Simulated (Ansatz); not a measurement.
**SiH3 (doublet): the correlation ladder at distance H1–H2 along a hydrogen transfer = 0.745 Å, cc-pVTZ**

Aim: climb from Hartree-Fock through coupled cluster and multireference methods for SiH3 (doublet) at one geometry and basis, and see what each rung misses.

Program: Ansatz 0.2.0, Gaussian basis. Level of theory: cc-pVTZ, core rule «outside noble gas», up to 5 orbitals frozen. These are calculated values, not measurements.

The runs, in order: UHF; CCSD(T) on ROHF; CCSD(T) on UHF; BCCD(T) on ROHF; CCSDT(Q) on ROHF; CCSDT(Q) on UHF; CASSCF and NEVPT2, 3 electrons in 3 orbitals; CASSCF and NEVPT2, 7 electrons in 7 orbitals.

6 further runs of the same task are left out: 1 for a mislabelled method, 3 that didn't finish, 2 set aside as unsound or not needed.

## 1. The geometry

The geometry derives from fragments relaxed apart (PBE0/def2-TZVP) and kept rigid, so it is no stationary point. A hydrogen atom is moved between rigid fragments.

4 atoms, charge 0, spin multiplicity 2.

Atoms are counted from 1 here; the program's logs count them from 0.

Bond lengths: H1–H2 0.745 Å, Si3–H4 1.532 Å.

## 2. UHF

Contents of in.yaml:

```yaml
crystal:
  periodic: [false, false, false]
  atoms:
    - {symbol: H, position_ang: [-2.648061, 0.047936, 0.000000]}
    - {symbol: H, position_ang: [-1.903061, 0.047936, 0.000000]}
    - {symbol: Si, position_ang: [0.143939, 0.047936, 0.000000]}
    - {symbol: H, position_ang: [0.540373, -1.431577, 0.000000]}
basis:
  gaussian: {orbitals: cc-pVTZ}
magnetization: {spin_polarized: true, initial_magnetization: 1}
hamiltonian: {xc: hf}
output: {orbitals: {seedname: orbitals}}
```

On the command line:

```console
$ ansatz run in.yaml --threads 1 --pin off --events-out ev --progress --plain --max-ram 2393MiB
```

After this run come: CCSD(T) on ROHF; CCSD(T) on UHF; BCCD(T) on ROHF; CCSDT(Q) on ROHF; CCSDT(Q) on UHF; CASSCF and NEVPT2, 3 electrons in 3 orbitals; CASSCF and NEVPT2, 7 electrons in 7 orbitals.

**Question.** What will the summary of the whole plan be? Wanted: UCCSDT(Q) below the RHF energy; RMP2 from UCCSDT(Q); UMP2 from UCCSDT(Q); RCCSD from UCCSDT(Q); RCCSD(T) from UCCSDT(Q); UCCSD(T) from UCCSDT(Q); RCCSDT(Q) from UCCSDT(Q); NEVPT2 valence from UCCSDT(Q); T1 diagnostic.

As calculated:

| quantity | value |
| --- | --- |
| UCCSDT(Q) below the RHF energy | -4.3180 eV |
| RMP2 from UCCSDT(Q) | +91.4 kJ/mol |
| UMP2 from UCCSDT(Q) | +95.4 kJ/mol |
| RCCSD from UCCSDT(Q) | +13.4 kJ/mol |
| RCCSD(T) from UCCSDT(Q) | +2.8 kJ/mol |
| UCCSD(T) from UCCSDT(Q) | +2.7 kJ/mol |
| RCCSDT(Q) from UCCSDT(Q) | +0.1 kJ/mol |
| NEVPT2 valence from UCCSDT(Q) | +84.0 kJ/mol |
| levels within 1 kcal/mol (43 meV) | RCCSD(T), UCCSD(T), BCCD(T), RCCSDT, UCCSDT, RCCSDT(Q) |
| T1 diagnostic | 0.020 |
| effectively unpaired electrons | 1.04 |

RCCSD(T) lands +2.8 kJ/mol from the yardstick (0.7 % of the correlation energy). One determinant dominates. These misses are within one basis, not against nature; the frozen cores of restricted and unrestricted runs differ, which can shift their rows.
